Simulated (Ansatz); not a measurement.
## [Cl···H···H], doublet along the distance Cl1-H2

Starting geometry:

```yaml
atoms:
  - { symbol: Cl, position_ang: [0.0000, 0.0000, -1.2983] }
  - { symbol: H, position_ang: [0.0000, 0.0000, -0.0195] }
  - { symbol: H, position_ang: [0.0000, 0.0000, 1.3177] }
```

From there H2 is moved from one fragment to the other while all else, the fragments' distance too, stays fixed, so the hump isn't the reaction's barrier; atoms are numbered as listed. Energies are in kJ/mol, counted from the starting geometry at the same level.

Basis cc-pVDZ; Ansatz 0.2.0. Correlated methods freeze the noble-gas cores. Prefix R: restricted or restricted open-shell reference; prefix U: unrestricted. Active spaces: valence = (9e, 6o) chosen from the atoms' valence shells.

For open shells CISD and CISDTQ are restricted-active-space CI with the open shells as a complete middle space. Runs in a small pair space aren't shown, since their orbitals change along the scan.

Full CI is exact within this basis and frozen core; it isn't the basis-set limit. The frozen core follows each run's orbitals, which can shift R against U totals by a few meV.

| distance Cl1-H2 (Å) | full CI | unpaired electrons (full CI) | error UHF | error UMP2 | error UCCSD(T) | error RCCSDT | error CISDTQ | error NEVPT2 (valence space) |
| --- | --- | --- | --- | --- | --- | --- | --- | --- |
| 1.189 | 20.8 | 1.03 | -6.2 | -2.2 | -0.1 | -0.1 | -0.1 | -1.2 |
| 1.279 | 0.0 | 1.03 | 0.0 | 0.0 | 0.0 | 0.0 | 0.0 | 0.0 |
| 1.363 | 1.5 | 1.03 | 6.6 | 3.4 | 0.2 | 0.1 | 0.1 | 1.0 |
| 1.448 | 10.7 | 1.04 | 13.3 | 8.9 | 0.4 | 0.1 | 0.2 | 2.4 |
| 1.533 | 17.5 | 1.04 | 18.1 | 16.2 | 0.5 | 0.2 | 0.3 | 4.6 |
| 1.617 | 15.2 | 1.04 | 18.5 | 21.3 | 0.4 | 0.0 | 0.3 | 7.5 |
| 1.702 | 3.7 | 1.03 | 13.7 | 21.5 | 0.2 | -0.1 | 0.3 | 10.7 |
| 1.786 | -10.2 | 1.03 | 5.8 | 19.4 | -0.1 | -0.2 | 0.1 | 13.3 |
| 1.871 | -15.1 | 1.02 | -2.7 | 17.2 | -0.3 | -0.3 | 0.0 | 15.1 |

Unpaired electrons are Σ n²(2−n)² over natural occupations. Errors are those of relative energies. In total energy the starting point itself misses full CI by: UHF 446.4, UMP2 52.9, UCCSD(T) 1.5, RCCSDT 0.8, CISDTQ 0.6, NEVPT2 (valence space) 84.6 kJ/mol.

Spread of the error over the points with a reference, to 1.871 Å (largest less smallest): CISDTQ 0.4, RCCSDT 0.4, UCCSD(T) 0.8, NEVPT2 (valence space) 16.3, UMP2 23.7, UHF 24.7 kJ/mol.
